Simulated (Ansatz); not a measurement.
`[F][MgH]` and `[F][Mg][Cl]` differ in one atom or group.

Ansatz, PBE0-D4/def2-TZVP geometries, multiplicity 1. 

| property | `[F][MgH]` |
| --- | --- |
| size of the dipole moment (PBE/def2-TZVPP) / D | 1.44 |
| HOMO energy (ωB97M-V/def2-TZVPP) / eV | -10.52 |
| HOMO–LUMO gap (B3LYP/def2-TZVPP) / eV | 6.88 |
| LUMO energy (ωB97M-V/def2-TZVPP) / eV | 0.36 |
| HOMO–LUMO gap (PBE/def2-TZVPP) / eV | 5.40 |
| HOMO–LUMO gap (ωB97M-V/def2-TZVPP) / eV | 10.88 |

(1) What does the change do to each property? (Best estimate.)

## Answers

(1) The calculation gave: 
```csv
property,`[F][Mg][Cl]`,shift
size of the dipole moment (PBE/def2-TZVPP) / D,0.12,-1.32
HOMO energy (ωB97M-V/def2-TZVPP) / eV,-11.35,-0.83
HOMO–LUMO gap (B3LYP/def2-TZVPP) / eV,6.65,-0.23
LUMO energy (ωB97M-V/def2-TZVPP) / eV,-0.45,-0.81
HOMO–LUMO gap (PBE/def2-TZVPP) / eV,5.14,-0.26
HOMO–LUMO gap (ωB97M-V/def2-TZVPP) / eV,10.90,0.02
```

With PBE0 the HOMO falls by 0.77 eV and the LUMO falls by 0.86 eV, so the gap narrows by about 0.09 eV. PBE moves the HOMO by -0.59 eV and ωB97M-V by -0.83 eV. Dipoles are sizes alone; their direction can turn.

B3LYP here is the variant with VWN-RPA as its local correlation; programs differ in this.
